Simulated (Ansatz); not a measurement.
Molecule: CHF₂ (charge 0, doublet). It need not be the lowest isomer of its formula. 
Coordinates optimised at B3LYP-D3(BJ)/def2-TZVP (Ansatz, a quantum-chemistry and plane-wave program):
```
C
F 1 1.3294
F 1 1.3294 2 111.26
H 1 1.0891 2 114.16 3 -130.99
```
Charge 0, spin multiplicity 2.

Parts of the frozen-core correlation energy in aug-cc-pVDZ (Ansatz, hartree). Frozen orbitals: 3; correlated occupied orbitals by spin: 10 and 9; virtual: 65 and 66. Open shells are spin-unrestricted. No spin-orbit coupling. No relativistic terms.

```csv
term,value
reference (HF),-237.29686
MP2 opposite-spin,-0.37986
MP2 same-spin,-0.14177
CCSD correlation,-0.53620
(T),-0.01402
T1 diagnostic,0.017
largest doubles amplitude,0.017
<S^2> of the reference,0.756
```
